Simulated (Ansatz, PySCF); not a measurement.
System: C₂H₃O, net charge 0, doublet state. It need not be the lowest isomer of its formula. 
Coordinates optimised at B3LYP-D3(BJ)/def2-TZVP (Ansatz, a first-principles code):
```xyz
6

O      1.0886     0.2494    -0.4273
C      0.0466     0.3623     0.2203
H     -0.0990     1.2298     0.8885
C     -1.0108    -0.5831     0.1583
H     -1.9128    -0.4520     0.7415
H     -0.9117    -1.4488    -0.4833
```
Charge 0, spin multiplicity 2.

Dipole moments at this geometry, in debye (magnitudes).

```
level                program  dipole (D)
-------------------  -------  ----------
HF/def2-TZVPD          PySCF           ?
SVWN5/def2-TZVPD      Ansatz        2.97
BLYP/def2-TZVPD        PySCF        2.91
BP86/def2-TZVPD        PySCF        2.90
TPSS/def2-TZVPD        PySCF        2.90
r2SCAN/def2-TZVPD     Ansatz        2.92
PBE0/def2-TZVPD       Ansatz        3.00
TPSSh/def2-TZVPD       PySCF        2.95
M06-2X/def2-TZVPD      PySCF        3.18
MN15/def2-TZVPD        PySCF        3.05
LC-wPBE/def2-TZVPD    Ansatz        3.12
wB97M-V/def2-TZVPD    Ansatz        3.07
wB97X-V/def2-TZVPD    Ansatz        3.08
CCSD(T)/aug-cc-pVDZ   Ansatz           ?
```

**Question.** Complete the blanks.

**Answer.** 
- HF/def2-TZVPD, dipole (D): 2.81
- CCSD(T)/aug-cc-pVDZ, dipole (D): 2.90
